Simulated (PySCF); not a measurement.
# C2H3FO2 (SMILES O=COCF): levels of theory compared

We compute a comparison of 6 runs (HF/STO-3G, HF/def2-SVPD, B3LYP/6-31G*, PBE0/def2-SVP, MP2/6-31+G*, CCSD/def2-SVPD) of C2H3FO2. The job is set up through a Python script.

Program for the calculation: PySCF 2.14.0.

**1. The structure to begin with**

The species is C2H3FO2 (8 atoms), meant as a singlet with charge 0. As SMILES, `O=COCF`. The shape is that of a PBE0-D4/def2-TZVP optimisation. This is one conformer, not always the lowest.

Bond lengths: O1–C2 1.196 Å, C2–O3 1.334 Å, O3–C4 1.414 Å, C4–F5 1.349 Å, C2–H6 1.098 Å, C4–H7 1.092 Å, C4–H8 1.092 Å. Angles: O1–C2–O3 125.2°, C2–O3–C4 115.0°, O3–C4–F5 105.8°, O1–C2–H6 125.4°, O3–C2–H6 109.4°, O3–C4–H7 110.1°, O3–C4–H8 110.1°, F5–C4–H7 109.7°, F5–C4–H8 109.7°, H7–C4–H8 111.4°.

**2. Energy and gradient at HF/STO-3G (run 1)**

job.py

```python
import pyscf.grad
from pyscf import gto, scf

mol = gto.Mole()
mol.atom = [
    ('O', (0.561400, -0.695600, 1.563400)),
    ('C', (0.375700, 0.425200, 1.190700)),
    ('O', (-0.041500, 0.770500, -0.028000)),
    ('C', (-0.266100, -0.310100, -0.912300)),
    ('F', (-0.658800, 0.244800, -2.077600)),
    ('H', (0.521600, 1.329700, 1.796700)),
    ('H', (0.659900, -0.869100, -1.063800)),
    ('H', (-1.060000, -0.952500, -0.524700)),
]
mol.spin = 0
mol.max_memory = 1860
mol.charge = 0
mol.basis = 'sto-3g'
mol.verbose = 4
mol.build()

mf = scf.RHF(mol)
mf.conv_tol = 1e-10
mf.kernel()
if not mf.converged:
    mf = mf.newton().run(mf.mo_coeff, mf.mo_occ)

energy = mf.e_tot
print('E = %.10f Eh' % energy)
grad = mf.Gradients().kernel()
dip = mf.dip_moment()
pop, q = mf.mulliken_pop()
```

On the command line:

```sh
$ OMP_NUM_THREADS=1 python job.py
```

Output:

```text
PySCF version 2.14.0

[... 62 lines left out ...]
converged SCF energy = -322.246462958215
[... 12 lines left out ...]
Dipole moment(X, Y, Z, Debye):  0.02597,  0.04512,  0.12347
[... 37 lines left out ...]
charge of    7H =      0.07670
```

Run time: 2.6 s. Hardware: 1 thread of Intel Xeon at 2.50GHz (Skylake/Cascade Lake), shared host; peak memory 0.12 GiB.

**3. Energy and forces at HF/def2-SVPD (run 2)**

run.py

```python
from pyscf import gto, scf

mol = gto.Mole()
mol.atom = '''
O        0.561400      -0.695600       1.563400
C        0.375700       0.425200       1.190700
O       -0.041500       0.770500      -0.028000
C       -0.266100      -0.310100      -0.912300
F       -0.658800       0.244800      -2.077600
H        0.521600       1.329700       1.796700
H        0.659900      -0.869100      -1.063800
H       -1.060000      -0.952500      -0.524700
'''
mol.spin = 0
mol.max_memory = 1860
mol.basis = 'def2-svpd'
mol.verbose = 3
mol.build()

myscf = scf.RHF(mol)
myscf.conv_tol = 1e-10
myscf.kernel()
if not myscf.converged:
    myscf = myscf.newton().run(myscf.mo_coeff, myscf.mo_occ)

energy = myscf.e_tot
print(f'total energy: {energy:.8f} hartree')
grad = myscf.nuc_grad_method().kernel()
dip = myscf.dip_moment()
pop, q = myscf.mulliken_pop()
```

On the command line:

```sh
$ OMP_NUM_THREADS=1 python run.py
```

Output:

```text
converged SCF energy = -326.409378722707
total energy: -326.40937872 hartree
[... 8 lines left out ...]
Dipole moment(X, Y, Z, Debye):  0.07128,  0.53595,  0.38392
[... 142 lines left out ...]
charge of    7H =     -0.04120
```

Run time: 42 s. Hardware: 1 thread of Intel Xeon at 2.50GHz (Skylake/Cascade Lake), shared host; peak memory 0.42 GiB.

Runs 3 to 4 aren't shown in full; the table further down has their settings and results.

**4. Energy and gradient at MP2/6-31+G(d) (spherical functions) (run 5)**

input.py

```python
# O=COCF
from pyscf import gto, scf, mp

mol = gto.M(
    atom='''
O      0.561400    -0.695600     1.563400
C      0.375700     0.425200     1.190700
O     -0.041500     0.770500    -0.028000
C     -0.266100    -0.310100    -0.912300
F     -0.658800     0.244800    -2.077600
H      0.521600     1.329700     1.796700
H      0.659900    -0.869100    -1.063800
H     -1.060000    -0.952500    -0.524700
''',
    max_memory=1860,
    spin=0,
    basis='6-31+g*',
    verbose=4,
    charge=0,
)

mf = scf.RHF(mol)
mf.conv_tol = 1e-10
mf.kernel()
if not mf.converged:
    mf = mf.newton().run(mf.mo_coeff, mf.mo_occ)

pt = mp.MP2(mf, frozen=5).run()
e_tot = pt.e_tot
print('E = %.10f Eh' % e_tot)
grad = pt.nuc_grad_method().kernel()
dip = mf.dip_moment()
pop, q = mf.mulliken_pop()
```

On the command line:

```sh
$ OMP_NUM_THREADS=1 python input.py
```

Output:

```text
PySCF version 2.14.0

[... 66 lines left out ...]
converged SCF energy = -326.651202349766
[... 17 lines left out ...]
Dipole moment(X, Y, Z, Debye):  0.08994,  0.47448,  0.43252
[... 105 lines left out ...]
charge of    7H =      0.20698
```

It took 37 s on 1 thread of Intel Xeon at 2.50GHz (Skylake/Cascade Lake), shared host; peak memory 0.66 GiB.

**5. The energy at CCSD/def2-SVPD (run 6)**

geometry.xyz

```xyz
8
C2H3FO2
O      0.561400    -0.695600     1.563400
C      0.375700     0.425200     1.190700
O     -0.041500     0.770500    -0.028000
C     -0.266100    -0.310100    -0.912300
F     -0.658800     0.244800    -2.077600
H      0.521600     1.329700     1.796700
H      0.659900    -0.869100    -1.063800
H     -1.060000    -0.952500    -0.524700
```

job.py

```python
from pyscf import gto, scf, cc

mol = gto.M(
    atom='geometry.xyz',
    spin=0,
    verbose=4,
    basis='def2-svpd',
    max_memory=1860,
)

mf = scf.RHF(mol)
mf.conv_tol = 1e-10
mf.kernel()
if not mf.converged:
    mf = mf.newton().run(mf.mo_coeff, mf.mo_occ)

mycc = cc.CCSD(mf, frozen=5)
mycc.kernel()
e_tot = mycc.e_tot
print('E(%s) = %.9f' % ('CCSD', e_tot))
dip = mf.dip_moment()
pop, q = mf.mulliken_pop()
```

On the command line:

```sh
$ OMP_NUM_THREADS=1 python job.py
```

Output:

```text
PySCF version 2.14.0

[... 66 lines left out ...]
converged SCF energy = -326.409378722707
[... 12 lines left out ...]
Init t2, MP2 energy = -327.255470944576  E_corr(MP2) -0.846092221868857
[... 12 lines left out ...]
CCSD converged
[... 2 lines left out ...]
Dipole moment(X, Y, Z, Debye):  0.07128,  0.53595,  0.38392
[... 142 lines left out ...]
charge of    7H =     -0.04120
```

Wall time 2.3 min (1 thread of Intel Xeon at 2.50GHz (Skylake/Cascade Lake), shared host); peak memory 1.9 GiB.

**6. The series**

```tsv
run	level	Cartesian functions	integration grid	energy (Eh)	dipole moment (D) of the reference	HOMO energy (eV)	LUMO energy (eV)	wall time
1	HF/STO-3G	no	–	-322.246463	0.13	-9.76	8.22	2.6 s
2	HF/def2-SVPD	no	–	-326.409379	0.66	-13.29	2.43	42 s
3	B3LYP/6-31G* (Cartesian functions)	yes	5	-328.291236	0.38	-8.10	-0.18	49 s
4	PBE0/def2-SVP	no	5	-327.706991	0.32	-8.58	-0.13	48 s
5	MP2/6-31+G* (spherical functions)	no	–	-327.427930	0.65	-13.23	2.05	37 s
6	CCSD/def2-SVPD	no	–	-327.278049	0.66	-13.29	2.43	2.3 min
```

**7. Results**

```
                                          quantity          value
                               run 6: total energy  -327.27805 Eh
       run 6: dipole moment (Hartree–Fock density)         0.66 D
        run 6: HOMO energy (Hartree–Fock orbitals)      -13.29 eV
        run 6: LUMO energy (Hartree–Fock orbitals)        2.43 eV
      run 6: HOMO–LUMO gap (Hartree–Fock orbitals)       15.72 eV
run 6: correlation energy (5 core orbitals frozen)     -868.7 mEh
                              run 6: T1 diagnostic          0.016
```

Over runs 1, 2, 3, 4 the dipole moment (its size) runs from 0.13 D (HF/STO-3G) to 0.66 D (HF/def2-SVPD). Over runs 1, 2, 3, 4 the HOMO–LUMO gap runs from 7.93 eV (B3LYP/6-31G*) to 17.98 eV (HF/STO-3G). The two ends differ in method and basis. Totals of different functionals can't be ranked against each other. In run 1 the basis is minimal, so the values are rough. All runs together took 5.3 min, the longest 2.3 min.
